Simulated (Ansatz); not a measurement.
This Ansatz (a quantum-chemistry and plane-wave program) input (CCSD(T)/cc-pCVDZ) gives -535.23551 Eh with 50 basis functions. A basis named .json is the Basis Set Exchange file of that set (core-valence sets with the plain set on hydrogen).

Ansatz 0.2 input:
```yaml
crystal:
  periodic: [false, false, false]
  atoms:
    - {symbol: O, position_ang: [0.02204159, 1.10436371, -0.00118827]}
    - {symbol: H, position_ang: [-0.92327012, 1.31460394, 0.01604549]}
    - {symbol: Cl, position_ang: [0.04393750, -0.59703021, -0.00038467]}
basis:
  gaussian:
    orbitals: cc-pCVDZ.json
magnetization: {spin_polarized: false}
correlation: {method: ccsd_t, electrons: outside_noble_gas}
```

Change:
```diff
- orbitals: cc-pCVDZ.json
+ orbitals: cc-pwCVTZ.json
```

### Question
What does the run give now?

### Answer
-535.40638 Eh (CCSD(T)/cc-pwCVTZ, 116 functions), a change of -170.87 mEh.
